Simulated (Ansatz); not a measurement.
## What a trial cell of Au relaxes into

These are results of DFT r2SCAN, scalar-relativistic, plane waves, PAW in Ansatz, not measurements. Cutoff 500 eV, Γ-centred k mesh, Gaussian smearing, no spin polarisation in the final step.

Au was placed on the diamond structure type (Fd-3m, No. 227), at a guessed volume.

```yaml
crystal:
  lattice:
    - [0.00000, 2.74703, 2.74703]
    - [2.74703, 0.00000, 2.74703]
    - [2.74703, 2.74703, 0.00000]
  atoms:
    - { symbol: Au, position: [0.50000, 0.50000, 0.50000] }
    - { symbol: Au, position: [0.75000, 0.75000, 0.75000] }
```

Cell and atoms relax at zero pressure; the relaxation can't lower the symmetry of the start. After a coarse first stage the cell is made exact in the group found at 0.06 Å.

Energies count from the standard state of Au at the same level.

Problem. Describe the relaxed structure.

Solution. It keeps Fd-3m (No. 227). The result has the diamond structure. Conventional cell: a = 6.076 Å. Around Au lie 4 Au at 2.63 Å.

```xyz
2
Lattice="0.0000 3.0378 3.0378 3.0378 0.0000 3.0378 3.0378 3.0378 0.0000" Properties=species:S:1:pos:R:3 pbc="T T T"
Au    3.0378    3.0378    3.0378
Au    4.5566    4.5566    4.5566
```

Problem. What are its volume, energy, density and gap?

Solution. The volume per atom is 28.03 Å³, the density is 11.67 g/cm³ and the energy over the standard structure is 0.80 eV/atom. The gap on the 16×16×16 mesh is 0 eV (a metal).

The final run used a 16×16×16 mesh on its 2-atom cell and 0.10 eV smearing. The k mesh leaves about 4 meV/atom of noise in metals. Spin–orbit coupling is left out. Symmetry constrained the relaxation, so the result can be a saddle point.